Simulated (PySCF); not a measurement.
Gas-phase reaction: CS + 2 N ⇌ SN + CN

Method: PySCF energies plus ideal-gas RRHO corrections (1 bar). 'Table' is the NASA 1993 thermochemical table (part measured, part estimated). After a fit of one offset per element over all species, the range-separated, M06-2X, PBE0/def2-QZVP and CCSD(T)/def2-TZVPP enthalpies, where run, lie to one side of the table for SN (+28 kJ/mol), CN (+32 kJ/mol): a fault of the table's entry, another state or a shared error of the levels is possible; this was not checked at source. † marks an energy on the PBE0/def2-TZVP geometry and frequencies; other levels use their own. 6-31G* has spherical d functions here. Open shells (unrestricted): N (multiplicity 4), SN (multiplicity 2, electronic degeneracy 4), CN (multiplicity 2); the rest are closed-shell singlets. Spin-orbit splitting is ignored; it lowers the true energy and changes the entropy of SN. B3LYP is the form with VWN-RPA correlation. The harmonic model lacks anharmonicity and excited electronic states, which grow with temperature; levels with a mode under 35 cm⁻¹ are left out. The table's entry may be an old estimate for CS, SN, CN (not checked at source).

```tsv
level	ΔH°(298 K), kJ	minus table	ΔG°(2000 K), kJ
table	-521.8	-	-317.2
B3LYP/6-31G*	-495.5	26.3	-291.1
B3LYP/def2-TZVP†	-522.0	-0.2	-316.6
BLYP/def2-TZVP†	-586.9	-65.1	-381.5
M06-2X/def2-TZVP†	-484.2	37.6	-278.9
PBE/def2-SVP	-588.3	-66.5	-384.3
PBE0/def2-QZVP†	-508.9	12.9	-303.5
PBE0/def2-SVP†	-483.9	37.9	-278.5
r2SCAN/def2-TZVP†	-500.5	21.3	-295.1
```
